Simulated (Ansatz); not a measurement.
**Scan of the S1–Al2–S3 angle**

AlH$_{3}$S$_{2}$ (SMILES [SH][AlH][SH]), singlet, at its PBE0-D4/def2-TZVP minimum:

S1  (-1.484, -1.271, -0.806)
Al2  (0.034, 0.106, -0.070)
S3  (1.098, -0.512, 1.727)
H4  (-1.795, -0.465, -1.836)
H5  (0.343, 1.471, -0.795)
H6  (1.846, 0.606, 1.734)
(Å)

The angle S1–Al2–S3 (116.1° at the minimum) is set to the values below, S1, with anything bonded beyond it, turning rigidly in the plane of the angle. Each method's energies count from its own value at the PBE0-D4 minimum structure. Computed with Ansatz 0.2.0 (basis: def2-TZVPP); correlated methods freeze the cores. B3LYP uses VWN-RPA correlation.

CCSD(T) energies along the scan:
| angle (°) | CCSD(T) (kcal/mol) |
| --- | --- |
| 92.1 | 9.30 |
| 98.1 | 5.00 |
| 104.1 | 2.17 |
| 110.1 | 0.55 |
| 116.1 | 0.00 |
| 122.1 | 0.45 |
| 128.1 | 1.88 |
| 134.1 | 4.34 |
| 140.1 | 7.91 |
They count from the CCSD(T) energy at the PBE0-D4 minimum.

Minimum and curvature along this coordinate at CCSD(T): A fifth-order fit through the nearest points gives 116.4°, with a curvature of about 1.2 meV/deg².

Largest difference from the CCSD(T) curve over the scan: PBE-D4 1.17; B3LYP-D4 0.23; wB97M-V 0.45 kcal/mol. Each curve counts from its own value at the minimum.

No T1 diagnostic of these runs exceeds 0.012.

For scale, one of the runs: CCSD(T)/def2-TZVPP, 168 basis functions (an equivalent command: `ansatz run in.yaml --threads 2`). Hardware: 2 CPU threads, shared host. Wall time 29 s; peak host memory 1.2 GiB.
